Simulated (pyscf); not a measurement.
# Four-centre exchange: BiH₃ + germane (GeH₄) → H₃Ge–BiH₂ + hydrogen (H₂)

Gas phase, singlet surface, charge 0. Bonds broken: Bi1–H2, Ge5–H6. Bonds formed: Bi1–Ge5, H2–H6. Single points on ωB97X-D3(BJ)/def2-SVP structures (PySCF, gas phase).

Transition state (Å):

```xyz
9

Bi    -2.6919    -1.0059     0.3727
H     -1.5031     0.8573     0.9581
H     -0.9691    -1.1517     0.8220
H     -2.4806     0.3231    -0.8021
Ge     0.0374     0.1950    -1.0775
H     -0.7868     1.0279     0.4466
H     -0.0660     1.4836    -1.9114
H     -0.1255    -1.0067    -2.0184
H      1.3872     0.0650    -0.3511
```

One imaginary mode, 933i cm⁻¹; descent along it reached the two sides named.

```json
[
 {"bond": "Bi1–H2", "change": "breaks", "reactant side (Å)": "1.785", "saddle": "2.286", "product side": "3.7"},
 {"bond": "Ge5–H6", "change": "breaks", "reactant side (Å)": "1.533", "saddle": "1.922", "product side": "3.5"},
 {"bond": "Bi1–Ge5", "change": "forms", "reactant side (Å)": "4.6", "saddle": "3.3", "product side": "2.7"},
 {"bond": "H2–H6", "change": "forms", "reactant side (Å)": "3.1", "saddle": "0.897", "product side": "0.761"}
]
```

Electronic energies relative to the separated reactants (kcal/mol):

| level | barrier | reaction energy | reverse barrier |
|---|---|---|---|
| ωB97X-D3(BJ)/def2-TZVP | 63.3 | -14.2 | 77.5 |
| PBE/def2-TZVP | 50.8 | -8.7 | 59.5 |
| r²SCAN/def2-TZVP | 55.8 | -8.8 | 64.6 |
| B3LYP-D3(BJ)/def2-TZVP | 56.4 | -9.0 | 65.4 |
| PBE0-D3(BJ)/def2-TZVP | 55.7 | -9.3 | 65.0 |
| M06-2X/def2-TZVP | 60.4 | -9.7 | 70.1 |
| ωB97M-D3(BJ)/def2-TZVP | 63.6 | -6.9 | 70.5 |
| HF/def2-TZVP | 87.6 | -3.1 | 90.7 |

With ωB97M-D3(BJ)/def2-TZVP energies and thermal terms (ideal gas, 1 atm, RRHO with modes under 100 cm⁻¹ raised to 100, one conformer, R ln 2 for chiral ones without a mode under 150 cm⁻¹), in kcal/mol:

```tsv
T (K)	ΔH‡	ΔG‡	ΔH	ΔG
298	62.5	70.8	-7.3	-7.2
600	63.3	78.9	-5.8	-7.6
900	64.2	86.5	-5.0	-8.7
1200	65.0	93.8	-4.5	-10.1
```

From the product side, GeH₃• + BiH₂• + H₂ lies, by one bond made or cut, 19.7 kcal/mol under this saddle at ωB97M-D3(BJ)/def2-TZVP. One saddle was located; it need not be the lowest between these sides. A restricted solution here is unstable towards spin polarisation, so biradical character is likely and single-reference numbers are less safe. Elements up to Kr have no core potential and no relativistic terms here. Elements past Kr carry the def2 core potentials, without spin-orbit coupling.
